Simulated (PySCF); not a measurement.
# doublet HOF+: USVWN5/def2-SVP (preoptimised minimum)

Aim: an optimisation with harmonic vibrations of doublet HOF+. 

The calculation is run with PySCF 2.14.0.

3 further runs of the same task are left out: 3 set aside as unsound or not needed.

### Step 1. The system as given

The species is HOF+ (3 atoms), meant as a doublet with charge +1. As SMILES of the parent species, `OF`. All atoms were displaced at random from a relaxed shape. That shape belongs to the parent species and isn't relaxed for this state. The run starts from this shape.

Bond lengths: O1–F2 1.431 Å, O1–H3 0.943 Å. Angles: F2–O1–H3 98.6°.

### Step 2. An optimisation with harmonic vibrations at USVWN5/def2-SVP (preoptimised minimum)

Input file run.py:

```python
from pyscf import gto, dft, symm
from pyscf.hessian import thermo
from pyscf.geomopt.geometric_solver import kernel as optimise

mol = gto.M(
    atom='''
O      0.793003    -0.413168     0.410256
F     -0.439361     1.949827    -0.043309
H     -0.381453    -1.486500    -0.393312
''',
    spin=1,
    verbose=3,
    max_memory=1860,
    unit='bohr',
    charge=1,
    basis='def2-svp',
)

ks = dft.UKS(mol, xc='svwn')
ks.grids.level = 4
ks.conv_tol = 1e-10
ks = ks.newton()
converged, mol_eq = optimise(ks, maxsteps=80)
print('converged:', converged)
print(mol_eq.tostring())

ks.reset(mol_eq)
mol = mol_eq
ks.kernel()
e_final = ks.e_tot
print('Final energy', e_final)
hess = ks.Hessian().kernel()
modes = thermo.harmonic_analysis(mol, hess)
thermo.dump_normal_mode(mol, modes)
symm.geom.TOLERANCE = 1e-3  # for the symmetry number
th = thermo.thermo(ks, modes['freq_au'], 298.15, 101325)
thermo.dump_thermo(mol, th)
```

Started as:

```console
$ OMP_NUM_THREADS=1 python run.py
```

Q: Predict the results. Wanted: total energy; HOMO energy; LUMO energy; ⟨S²⟩; lowest harmonic wavenumber; highest harmonic wavenumber; zero-point energy; ideal-gas entropy at 298.15 K.

Answer, from the run:

Level: USVWN5/def2-SVP (preoptimised minimum).

```
                                                 quantity             value
                                             total energy     -173.77018 Eh
                       HOMO energy (highest over α and β)         -19.42 eV
                        LUMO energy (lowest over α and β)         -17.83 eV
                                                     ⟨S²⟩             0.751
                               lowest harmonic wavenumber         1210 cm⁻¹
                              highest harmonic wavenumber         3058 cm⁻¹
                                        zero-point energy       33.7 kJ/mol
ideal-gas entropy at 298.15 K (symmetry number 1 as used)  55.1 cal/(mol K)
```

At the final geometry: Bond lengths: O1–F2 1.290 Å, O1–H3 1.038 Å. Angles: F2–O1–H3 104.7°. All 3 modes are real, so the shape is a minimum at this level.
